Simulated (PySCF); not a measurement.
**Vibration and rotation of Li₂⁺**

UHF-CCSD(T) constants of Li₂⁺, ²Σg⁺ (doublet), unpaired electrons σ ↑ (Li aug-cc-pVDZ; no relativity (PySCF 2.14); masses 7.0160 and 7.0160 u):

- ωe: 260.4 cm⁻¹
- ωexe: 1.65 cm⁻¹
- Be: 0.48505 cm⁻¹
- αe: 0.00493 cm⁻¹
- De to Li⁺ + Li: 1.27 eV

(1) What force constant and bond length do these constants imply?

(2) Estimate the centrifugal constant D from the Kratzer relation and find the Dunham coefficient a1.

Correlated steps freeze no core orbitals. Correlated levels converge slowly with the basis: in double zeta they bind strong bonds too weakly, by up to about 1 eV, and carry superposition errors of some tenths. The state was picked by a PBE0 search and need not be the measured ground state.

Results:

(1) Reduced mass μred = 3.5080 u; k = 5.8918×10⁻⁷·μred·ωe² (u, cm⁻¹, mdyn/Å) = 0.140 mdyn/Å; Re = √(16.8576/(μred·Be)) (u, cm⁻¹, Å) = 3.148 Å.

(2) D = 4Be³/ωe² = 6.73e-06 cm⁻¹; a1 = −1 − αeωe/(6Be²) = -1.91.
